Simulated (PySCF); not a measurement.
# Na2 (Na2): the cost of one run

Computed with PySCF 2.14.0 and routines of our own; the level stands in each step. Atoms count from 0.

## 1. The starting structure

2 atoms, charge 0, multiplicity 1; geometry from: GFN2-xTB.

## 2. Optimising the geometry at B3LYP/def2-TZVP

The job: settings as JSON, then the geometry in Å.

```
{"job": {"xc": "B3LYP", "basis": "def2-TZVP", "grid": 1, "kind": "geom"}, "charge": 0, "multiplicity": 1}
Na     1.367533    -0.002630    -0.003156
Na    -1.364777     0.003898    -0.010993
```

The run is started by

```
> OMP_NUM_THREADS=1 python excited_run.py task.json out
```

One launch serves the whole session: the jobs run in the order shown.

**Question.** How long does this first job take on 1 thread of Arm Neoverse N1, shared host, and how much memory does it need?

About 3.8 s, with a peak of 0.28 GiB.
